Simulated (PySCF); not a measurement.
# CCSDT/STO-6G run of BH3O (BH2(OH))

Aim: the energy change on altering one bond length of BH3O (BH2(OH)) at CCSDT/STO-6G, from 2 runs. The job is set up through a Python script.

Program for the calculation: PySCF 2.14.0.

11 further runs of the same task are left out: 11 set aside as unsound or not needed.

### Step 1. Starting point

BH3O: 5 atoms, total charge 0, spin state singlet. As SMILES, `[H]B([H])O`. The coordinates come from a GFN2-xTB relaxation.

Bond lengths: B1–O4 1.325 Å, B1–H2 1.172 Å, B1–H3 1.182 Å, O4–H5 0.958 Å. Angles: B1–O4–H5 117.9°, H2–B1–O4 115.8°, H3–B1–O4 122.8°, H2–B1–H3 121.4°.

### Step 2. A single-point energy at CCSDT/STO-6G

Input file input.py:

```python
from pyscf import gto, scf, cc

system = gto.M(
    atom='''
B      0.270970     0.302480    -0.108500
H      1.403550     0.390040    -0.395610
H     -0.432910     1.251360    -0.080700
O     -0.159420    -0.918700     0.174490
H     -1.082200    -1.025180     0.410320
''',
    max_memory=1860,
    basis='sto-6g',
    charge=0,
    verbose=3,
)

hf = scf.RHF(system)
hf.conv_tol = 1e-10
hf.kernel()
if not hf.converged:
    hf = hf.newton().run(hf.mo_coeff, hf.mo_occ)

mycc = cc.CCSDT(hf, frozen=2)
mycc.kernel()
energy = mycc.e_tot
print('E = %.10f Eh' % energy)
```

Started as:

```console
$ OMP_NUM_THREADS=1 python input.py
```

Standard output:

```text
converged SCF energy = -100.953776260989
_make_eris_incore_RCCSDT

WARN: A large `blksize` is being used, which may cause large memory consumption
      for storing contraction intermediates. If memory is sufficient, consider using
      `pyscf.cc.rccsdt_highm.RCCSDT` instead.

WARN: A large `blksize_oovv` is being used, which may cause large memory consumption
      for storing contraction intermediates. If memory is sufficient, consider using
      `pyscf.cc.rccsdt_highm.RCCSDT` instead.

WARN: A large `blksize_oooo` is being used, which may cause large memory consumption
      for storing contraction intermediates. If memory is sufficient, consider using
      `pyscf.cc.rccsdt_highm.RCCSDT` instead.

RCCSDT converged
E(RCCSDT) = -101.0626057352751   E_corr = -0.1088294742865005
E_corr(same-spin) = -0.0124197596067114
E_corr(oppo-spin) = -0.0964097146797891
E = -101.0626057353 Eh
```

It took 0.78 s on 1 thread of Arm Neoverse V2, shared host; peak memory 0.1 GiB.

### Step 3. The distorted shape

Input file geometry.xyz:

```xyz
5

B      1.115622    -0.836171    -0.141860
H      2.248202    -0.748611    -0.428970
H     -0.432910     1.251360    -0.080700
O      0.685232    -2.057351     0.141130
H     -0.237548    -2.163831     0.376960
```

Input file calc.py:

```python
from pyscf import gto, cc

mol = gto.M(
    atom='geometry.xyz',
    charge=0,
    spin=0,
    basis='sto-6g',
    verbose=3,
    max_memory=1860,
)

calc0 = mol.RHF()
calc0.conv_tol = 1e-10
calc0.kernel()
if not calc0.converged:
    calc0 = calc0.newton().run(calc0.mo_coeff, calc0.mo_occ)

mycc = cc.CCSDT(calc0, frozen=2)
mycc.kernel()
energy = mycc.e_tot
print('Final energy', energy)
```

Started as:

```console
$ OMP_NUM_THREADS=1 python calc.py
```

Standard output:

```text
converged SCF energy = -100.644084737742
_make_eris_incore_RCCSDT

WARN: A large `blksize` is being used, which may cause large memory consumption
      for storing contraction intermediates. If memory is sufficient, consider using
      `pyscf.cc.rccsdt_highm.RCCSDT` instead.

WARN: A large `blksize_oovv` is being used, which may cause large memory consumption
      for storing contraction intermediates. If memory is sufficient, consider using
      `pyscf.cc.rccsdt_highm.RCCSDT` instead.

WARN: A large `blksize_oooo` is being used, which may cause large memory consumption
      for storing contraction intermediates. If memory is sufficient, consider using
      `pyscf.cc.rccsdt_highm.RCCSDT` instead.

RCCSDT converged
E(RCCSDT) = -100.8732180975702   E_corr = -0.2291333598278995
E_corr(same-spin) = -0.0138382344402529
E_corr(oppo-spin) = -0.215295125387647
Final energy -100.87321809757016
```

Run time: 0.95 s. Hardware: 1 thread of Arm Neoverse V2, shared host; peak memory 0.12 GiB.

### Step 4. What came out

Level: CCSDT/STO-6G, 2 core orbitals frozen.

```
                                                         quantity          value
                                        first shape: total energy  -101.06261 Eh
                first shape: dipole moment (Hartree–Fock density)         1.65 D
                 first shape: HOMO energy (Hartree–Fock orbitals)      -10.78 eV
                 first shape: LUMO energy (Hartree–Fock orbitals)        8.34 eV
               first shape: HOMO–LUMO gap (Hartree–Fock orbitals)       19.12 eV
         first shape: correlation energy (2 core orbitals frozen)     -108.8 mEh
                                       first shape: T1 diagnostic          0.020
                                    distorted shape: total energy  -100.87322 Eh
            distorted shape: dipole moment (Hartree–Fock density)         2.02 D
             distorted shape: HOMO energy (Hartree–Fock orbitals)       -5.06 eV
             distorted shape: LUMO energy (Hartree–Fock orbitals)        4.18 eV
           distorted shape: HOMO–LUMO gap (Hartree–Fock orbitals)        9.24 eV
     distorted shape: correlation energy (2 core orbitals frozen)     -229.1 mEh
                                   distorted shape: T1 diagnostic          0.037
energy change with the B1–H3 bond stretched from 1.182 to 2.600 Å       5.154 eV
```

What this shows: With the B1–H3 bond stretched from 1.182 to 2.600 Å the energy rises by 5.15 eV (119 kcal/mol). The first shape isn't relaxed at this level, so the change isn't measured from a minimum. The minimal basis adds a large error of its own. The T1 diagnostic (distorted shape) of 0.037 is above the customary mark for such species, so a single reference may not serve. Mulliken charges (distorted shape) of the mean-field density run from -0.36 on O4 to +0.36 on B1; they depend strongly on the basis.
